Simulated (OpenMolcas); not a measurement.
**How methods differ on BN (boron nitride)**

BN: 2 atoms, total charge 0, spin state triplet. As SMILES, `B#N`. The coordinates come from a PBE0-D4/def2-TZVP relaxation.

```xyz
2

B     0.0000    0.0000   -0.0235
N     0.0000    0.0000    1.2919
```

Quantity: the energy change with the B1–N2 bond stretched from 1.315 to 2.537 Å, in eV. The values are calculated.

| level | kind | program | value (eV) | less FCI/STO-3G |
| --- | --- | --- | --- | --- |
| UHF/STO-3G | Hartree–Fock | OpenMolcas | 2.05 | -1.62 |
| USVWN5/STO-3G | LDA | OpenMolcas | 5.35 | +1.68 |
| UPBE/STO-3G | GGA | OpenMolcas | 4.86 | +1.19 |
| U-r2SCAN/STO-3G | meta-GGA | OpenMolcas | 4.68 | +1.01 |
| UB3LYP/STO-3G | global hybrid | OpenMolcas | 4.45 | +0.78 |
| CASSCF(4,4)/STO-3G | multireference | OpenMolcas | 2.81 | -0.86 |
| ROCCSD(T)/STO-3G | coupled cluster or CI | OpenMolcas | 3.63 | -0.04 |
| FCI/STO-3G | exact in the basis | OpenMolcas | 3.67 | 0.00 |

FCI/STO-3G is exact within its basis and frozen core, so for wave-function methods in that basis the difference is their error; functionals converge differently with the basis, so for them it is only a difference. The first shape isn't each level's own minimum. The values span 2.05 to 5.35 eV. Spin contamination of the reference (⟨S²⟩ at least 0.1 too high) touches UHF/STO-3G, USVWN5/STO-3G, UPBE/STO-3G, U-r2SCAN/STO-3G, UB3LYP/STO-3G. All rows use very small basis sets, so even the best lies far from the true value.
